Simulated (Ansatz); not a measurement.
# MgH2 (quintet): the correlation ladder, def2-QZVPP

The task here is to estimate one member of a computed series from the others.

Computed with Ansatz 0.2.0, Gaussian basis. Level: def2-QZVPP, core rule «outside noble gas», up to 5 orbitals frozen.

To be run: UHF; ROHF; CCSD(T) on UHF.

2 further runs of the same task are left out: 2 set aside as unsound or not needed.

**The system**

The geometry is a PBE0/def2-TZVP stationary point (not a proven minimum) of the parent state, kept for this charge and spin.

3 atoms, charge 0, spin multiplicity 5.

Atoms are counted from 1 here; the program's logs count them from 0.

Bond lengths: Mg1–H2 1.997 Å, Mg1–H3 1.997 Å, H2–H3 0.821 Å. Angles: H2–Mg1–H3 23.7°, Mg1–H2–H3 78.1°, Mg1–H3–H2 78.1°.

Set-up of the first run:

The input, in.yaml:

```yaml
crystal:
  periodic: [false, false, false]
  atoms:
    - {symbol: Mg, position_ang: [0.000000, 0.000000, -0.149686]}
    - {symbol: H, position_ang: [0.000000, 0.410416, 1.804730]}
    - {symbol: H, position_ang: [0.000000, -0.410416, 1.804730]}
basis:
  gaussian: {orbitals: "def2-QZVPP.json"}
magnetization: {spin_polarized: true, initial_magnetization: 4}
hamiltonian: {xc: hf}
output: {orbitals: {seedname: orbitals}}
```

On the command line:

```console
$ ansatz run in.yaml --threads 1 --pin off --events-out ev --progress --plain --max-ram 2393MiB
```

Steps of the session up to this table: UHF; ROHF; CCSD(T) on UHF.

One table of the session follows, with a row left open; its other results are not shown here.

| method | from UCCSD(T) (kcal/mol) |
| --- | --- |
| ROHF | +12.99 |
| UHF | +12.95 |
| UMP2 | +4.48 |
| UCCSD | ? |
| UCCSD(T) | 0 |

Estimate the missing values for UCCSD.

The run gave: from UCCSD(T) (kcal/mol): +0.22. In the column «from UCCSD(T) (kcal/mol)» it lies between UCCSD(T) (0) and UMP2 (+4.48).
